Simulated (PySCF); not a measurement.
**CHCl3: core ionisation energies**

Species: chloroform, CHCl3.
Numbering: `[Cl:1][CH:2]([Cl:3])[Cl:4]`

Method used: PySCF 2.14.0, delta-SCF UKS SCAN, pcX-2 on the ionised atom, pcseg-1 elsewhere, spin-free X2C. Vertical ΔSCF values, vacuum level as zero.

Problem. List the computed XPS lines with their assignment.

Solution. 
```csv
atom(s),bonded to,level,binding energy (eV),2p1/2 (eV),count
Cl1/Cl3/Cl4,C,Cl 2p3/2,206.93,208.58,3
Cl1/Cl3/Cl4,C,Cl 1s,2829.50,–,3
C2,3 Cl and H,C 1s,295.62,–,1
```

Problem. Which photon wavelength matches the Cl 1s of Cl1/Cl3/Cl4 threshold?

Solution. λ = hc/E = 12398.42 eV Å / 2829.50 eV = 4.382 Å.

The first atom of each set that the bonding makes equivalent was ionised and stands for the set. Spin–orbit coupling isn't in the SCF: each 2p doublet comes from a relaxed spin-free hole plus a matrix of the shell (mean-field spin–orbit coupling and the ground-state 2p splitting), with 2p3/2 averaged over its two sublevels. 2p1/2 minus 2p3/2 (ligand field included): Cl 1.65 eV. Geometry: GFN2-xTB; no solvent, vibrations or thermal averaging.

Hardware: an Arm Neoverse V1 with one thread (shared host). Cost: 7.6 s wall.
